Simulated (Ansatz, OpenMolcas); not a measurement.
**Predicting a hybrid from its neighbours: BH2F**

BH2F: 4 atoms, total charge 0, spin state singlet. SMILES: `BF`. Geometry: relaxed at PBE0-D4/def2-TZVP.

The electronic atomisation energy y, in eV, basis cc-pVTZ; a is the functional's share of exact exchange. Programs: Ansatz 0.2.0, OpenMolcas 26.06.

| functional | program | a | y (eV) |
| --- | --- | --- | --- |
| TPSS | OpenMolcas | 0 | 15.13 |
| r2SCAN | Ansatz | 0 | 15.02 |
| B3LYP | Ansatz | 0.2 | ? |
| PBE0 | Ansatz | 0.25 | 14.84 |
| r2SCAN0 | Ansatz | 0.25 | 14.77 |
| BHLYP | Ansatz | 0.5 | 14.64 |

Problem. Fit y = c + s·a to the known rows and predict B3LYP.

Solution. 
1. Means of the 5 rows: a = 0.2000, y = 14.880.
2. Σ(Δa)² = 0.175, Σ(Δa·Δy) = -0.1575, so the slope is -0.1575/0.175 = -0.9.
3. Intercept: 14.880 − (-0.9) × 0.2000 = 15.060. The largest residual of the fit is 0.070.
4. B3LYP: 15.060 + (-0.9) × 0.2 = 14.88 eV.

The run gave 15.01 eV, so the prediction is off by -0.13 eV, more than the largest residual. The rows mix families of semi-local functionals, which the line can't see.
